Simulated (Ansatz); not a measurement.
# AlClH2: the cost of one run

All numbers below are computed with Ansatz 0.2.0 (RKS PBE0/def2-SVP).

## 1. Starting point

Bond lengths: Al1–Cl2 2.230 Å, Al1–H3 1.560 Å, Al1–H4 1.560 Å. Angles: Cl2–Al1–H3 120.0°, Cl2–Al1–H4 120.0°, H3–Al1–H4 120.0°.

Structure file:

```xyz
4

Al    0.0000    0.0000    0.0000
Cl    0.0000    0.0000    2.2300
H     1.3510    0.0000   -0.7800
H    -1.3510    0.0000   -0.7800
```

## 2. Relaxing the start

input.yaml reads:

```yaml
crystal:
  periodic: [false, false, false]
  atoms:
    - { symbol: Al, position_ang: [0.0, 0.0, 0.0] }
    - { symbol: Cl, position_ang: [0.0, 0.0, 2.23] }
    - { symbol: H, position_ang: [1.351, 0.0, -0.78] }
    - { symbol: H, position_ang: [-1.351, 0.0, -0.78] }
basis:
  gaussian: { orbitals: def2-SVP }
hamiltonian:
  xc: pbe0
relax:
  f_tol: 0.02
  max_steps: 40
```

Run with:

```console
$ ansatz run input.yaml --threads 1 --pin off --max-ram 2048MiB --backend cpu --events-out ev --progress --plain --runs-dir out
```

What time and memory should one allow on 1 thread of Arm Neoverse V2, shared host?

About 3.4 s, with a peak of 0.1 GiB.
